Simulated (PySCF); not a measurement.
NMR data simulated for an unnamed compound:

$^{1}$H NMR (600 MHz, computed): δ 1.93 (s, 1H).

$^{13}$C{$^{1}$H} NMR (computed): δ 111.3 (C), 75.5 (CH), 62.7 (C).

No solvent model, one computed conformer, relativity neglected. Geometry from PBE0-D3(BJ)/def2-SVP; couplings computed with B3LYP/pcJ-1; shielding tensors at PBE0/pcSseg-1 (GIAO); PySCF.

References, each an isolated molecule treated in the same way: $^{1}$H, $^{13}$C against TMS.

Question: Which of these does the molecule contain: a vinyl group CH=CH2, an aldehyde, a nitrile, a heteroaromatic ring, a C≡C triple bond?

Answer: 
- A vinyl group CH=CH2: no.
- An aldehyde: no.
- A nitrile: yes (δC 111.3).
- A heteroaromatic ring: no.
- A C≡C triple bond: yes (δC 75.5, 62.7; δH 1.93 (s)).

The data belong to Cyanoacetylene (SMILES C#CC#N); they needn't prove each group on their own.

Carbon signals by region: 1 in the sp2 and nitrile region (100–160 ppm), 2 at 50–100 ppm.

Shifts are as computed. Against solution values, carbons near 30 ppm lie about +2 ppm off and those near 130 ppm about +5 ppm. Of 1211 compounds with measured shifts, 218 miss one by over three times the rms of a fit or turn the order of signals round; such compounds aren't used in these exercises.
